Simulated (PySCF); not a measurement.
## Vibration and rotation of S₂

UHF-CCSD(T) constants of S₂, ³Σg⁻ (triplet), unpaired electrons π ↑↑ (basis S 6-311G(d,p); no relativity; PySCF 2.14; masses 31.9721 and 31.9721 u):

- ωe: 679.8 cm⁻¹
- ωexe: 2.88 cm⁻¹
- Be: 0.28467 cm⁻¹
- αe: 0.00168 cm⁻¹
- De to S + S: 3.44 eV

(1) What force constant and bond length do these constants imply?

(2) Estimate the centrifugal constant D from the Kratzer relation and find the Dunham coefficient a1.

Measured values (Huber and Herzberg, Constants of Diatomic Molecules (1979)): ωe = 725.65 cm⁻¹, ωexe = 2.844 cm⁻¹, Be = 0.29547 cm⁻¹, αe = 0.00157 cm⁻¹.

Correlated steps freeze 10 core orbitals. The state was picked by a PBE0 search and need not be the measured ground state.

## Answers

(1) Reduced mass μred = 15.986 u; k = 5.8918×10⁻⁷·μred·ωe² (u, cm⁻¹, mdyn/Å) = 4.35 mdyn/Å; Re = √(16.8576/(μred·Be)) (u, cm⁻¹, Å) = 1.925 Å.

(2) D = 4Be³/ωe² = 2e-07 cm⁻¹; a1 = −1 − αeωe/(6Be²) = -3.35.
